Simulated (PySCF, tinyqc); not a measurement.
Inside a calculation. Method: MP2 on RHF in the sto-3g basis, for LiH, spin multiplicity 1. The lowest restricted solution is unstable here: a spin-polarised one lies 0.0128 hartree lower (PySCF). One step of it, computed by the program tinyqc.

Task: Second-order Moller-Plesset energy. E2 = sum_ijab (ia|jb) [2 (ia|jb) - (ib|ja)] / (e_i + e_j - e_a - e_b) over occupied i, j and virtual a, b; the opposite-spin part is (ia|jb)^2 / denominator, the rest is same-spin, and SCS-MP2 scales them by 6/5 and 1/3.

orbital energies (hartree): [-2.371566, -0.223071, 0.068215, 0.158607, 0.158607, 0.352231]

Two-electron integrals over orbitals (pq|rs), unique and non-zero (hartree):
```
(11|11) 1.659429    (21|11) -0.097636   (21|21) 0.009873    (22|11) 0.302030
(22|21) 0.002093    (22|22) 0.439699    (31|11) -0.142358   (31|21) 0.010741
(31|22) -0.010213   (31|31) 0.022027    (32|11) 0.034169    (32|21) -0.002505
(32|22) -0.064333   (32|31) -0.000375   (32|32) 0.026224    (33|11) 0.388314
(33|21) -0.008413   (33|22) 0.212200    (33|31) 0.000592    (33|32) 0.016561
(33|33) 0.323602    (41|41) 0.009801    (42|41) 0.007287    (42|42) 0.020908
(43|41) 0.010423    (43|42) 0.020923    (43|43) 0.041387    (44|11) 0.396344
(44|21) -0.003510   (44|22) 0.237649    (44|31) -0.005074   (44|32) 0.017248
(44|33) 0.278142    (44|44) 0.312946    (51|51) 0.009801    (52|51) 0.007287
(52|52) 0.020908    (53|51) 0.010423    (53|52) 0.020923    (53|53) 0.041387
(54|54) 0.016869    (55|11) 0.396344    (55|21) -0.003510   (55|22) 0.237649
(55|31) -0.005074   (55|32) 0.017248    (55|33) 0.278142    (55|44) 0.279207
(55|55) 0.312946    (61|11) 0.067028    (61|21) -0.008824   (61|22) -0.007087
(61|31) -0.004355   (61|32) 0.002880    (61|33) 0.011603    (61|44) 0.001634
(61|55) 0.001634    (61|61) 0.010580    (62|11) -0.085425   (62|21) 0.001071
(62|22) 0.104622    (62|31) 0.004604    (62|32) -0.049505   (62|33) -0.017368
(62|44) -0.041362   (62|55) -0.041362   (62|61) 0.001436    (62|62) 0.132003
(63|11) 0.026709    (63|21) -0.002139   (63|22) -0.061928   (63|31) 0.003907
(63|32) 0.021885    (63|33) 0.037111    (63|44) 0.010519    (63|55) 0.010519
(63|61) 0.004665    (63|62) -0.042701   (63|63) 0.034845    (64|41) -0.005569
(64|42) -0.017802   (64|43) -0.011097   (64|64) 0.018704    (65|51) -0.005569
(65|52) -0.017802   (65|53) -0.011097   (65|65) 0.018704    (66|11) 0.347922
(66|21) 0.000432    (66|22) 0.409564    (66|31) -0.010278   (66|32) -0.050709
(66|33) 0.239235    (66|44) 0.255162    (66|55) 0.255162    (66|61) -0.005285
(66|62) 0.086403    (66|63) -0.047214   (66|66) 0.402788
```

Hartree-Fock energy = -7.79308584 hartree

Give: Terms; Pair energies; MP2 correlation energy; SCS-MP2 correlation energy; MP2 total energy.

Result:

Terms:
```
i  j  a  b    (ia|jb)    (ib|ja)  denominator       term
2  2  6  6     0.1320     0.1320      -1.1506    -0.0151
2  2  3  6    -0.0495    -0.0495      -0.8666    -0.0028
2  2  6  3    -0.0495    -0.0495      -0.8666    -0.0028
2  2  3  3     0.0262     0.0262      -0.5826    -0.0012
2  2  5  5     0.0209     0.0209      -0.7634    -0.0006
2  2  4  4     0.0209     0.0209      -0.7634    -0.0006
1  1  3  3     0.0220     0.0220      -4.8796  -9.94e-05
1  1  6  6     0.0106     0.0106      -5.4476  -2.05e-05
1  1  5  5     0.0098     0.0098      -5.0603  -1.90e-05
1  1  4  4     0.0098     0.0098      -5.0603  -1.90e-05
2  1  5  5     0.0073     0.0073      -2.9119  -1.82e-05
1  2  5  5     0.0073     0.0073      -2.9119  -1.82e-05
1  2  4  4     0.0073     0.0073      -2.9119  -1.82e-05
2  1  4  4     0.0073     0.0073      -2.9119  -1.82e-05
1  2  3  6     0.0046     0.0029      -3.0151  -9.66e-06
2  1  6  3     0.0046     0.0029      -3.0151  -9.66e-06
1  1  6  3    -0.0044    -0.0044      -5.1636  -3.67e-06
1  1  3  6    -0.0044    -0.0044      -5.1636  -3.67e-06
2  1  3  6     0.0029     0.0046      -3.0151  -1.10e-06
1  2  6  3     0.0029     0.0046      -3.0151  -1.10e-06
2  1  6  6     0.0014     0.0014      -3.2991  -6.25e-07
1  2  6  6     0.0014     0.0014      -3.2991  -6.25e-07
2  1  3  3  -3.75e-04  -3.75e-04      -2.7311  -5.14e-08
1  2  3  3  -3.75e-04  -3.75e-04      -2.7311  -5.14e-08
```

Pair energies (hartree; pair i-j sums ij and ji):
```
pair  opposite spin  same spin
1-1       -1.65e-04          0
2-1       -9.39e-05  -1.97e-06
2-2         -0.0231          0
```

MP2 correlation energy = -0.023387 hartree

SCS-MP2 correlation energy = -0.028063 hartree

MP2 total energy = -7.816473 hartree
